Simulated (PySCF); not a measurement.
methanol (CH4O), SMILES OC. Atoms are numbered in the order given.

```xyz
6

C     -0.0202     0.6654     0.0000
O      0.1222    -0.7482     0.0000
H     -0.5443     1.0284     0.8912
H      0.9857     1.0830     0.0000
H     -0.5443     1.0284    -0.8912
H     -0.7535    -1.1467     0.0000
```
Charge 0, spin multiplicity 1.

Coordinates come from a B3LYP-D3(BJ)/def2-TZVP optimisation.

Two levels are set side by side: PBE/pcJ-1 (PySCF) and PBE0/pcJ-1 (PySCF). One-bond couplings, all four terms, same geometry. Isotopes: 13C, 17O, 1H. Differences are taken from unrounded values.

| quantity | PBE |
|---|---|
| ¹J(C1,H3) (Hz) | 129.2 |
| ¹J(C1,H4) (Hz) | 136.6 |
| ¹J(C1,H5) (Hz) | 129.2 |

**Question.** These are the PBE values. What does PBE0 give? (Estimate from the structure and the level; the computed values follow.)

**Answer.** 
```json
[
 {"quantity": "¹J(C1,H3) (Hz)", "PBE0": "134.2", "PBE minus PBE0": "-5.0"},
 {"quantity": "¹J(C1,H4) (Hz)", "PBE0": "140.7", "PBE minus PBE0": "-4.2"},
 {"quantity": "¹J(C1,H5) (Hz)", "PBE0": "134.2", "PBE minus PBE0": "-5.0"}
]
```

Rough cost on one machine, each run with all the roots and properties that it gave: PBE0 against PBE within a factor of 2.
